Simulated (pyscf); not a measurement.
This saddle point was located with ωB97X-D3(BJ)/def2-SVPD in PySCF.

```xyz
11

C      0.4547     0.4161    -0.4893
O      1.3504     0.9778     0.2414
H     -0.4823    -0.0310     0.2742
H     -0.1837     1.0538    -1.1546
H      0.7063    -0.5496    -1.0063
C     -0.9457    -0.0733     1.6212
O     -2.2723    -1.0744     0.5434
H      0.0744     0.3930     1.7306
H     -1.7255     0.6720     1.7986
H     -1.0486    -0.9291     2.2953
H     -1.7203    -1.5635    -0.0776
```
Charge -1, spin multiplicity 1.

Surface: singlet, charge -1. Lowest wavenumbers (cm⁻¹): 1236i, 47, 108, 147, 199.

### Question
Which two sides does it connect, and which bonds change?

### Answer
H₃C–O⁻ + H₃C–OH ⇌ H₂C=O + CH₄ + HO⁻, a concerted fragmentation read from left to right: C–H, C–O broken and C–H formed. At ωB97M-D3(BJ)/def2-TZVPD it lies +55.3 kcal/mol from the left side and +49.5 kcal/mol from the right (each side as separated species at their lowest minima found). On the reactant side the descent ends in a bound adduct (not fully relaxed), 26.4 kcal/mol under the separated species and 84.1 kcal/mol under the saddle at ωB97X-D3(BJ)/def2-TZVPD. On the product side the descent ends in a bound adduct (not fully relaxed), 22.6 kcal/mol under the separated species and 73.2 kcal/mol under the saddle at ωB97X-D3(BJ)/def2-TZVPD. At ωB97X-D3(BJ) the barrier from the zero used here is 57.7 kcal/mol. This is the saddle that the search found; another between the same sides may lie lower.
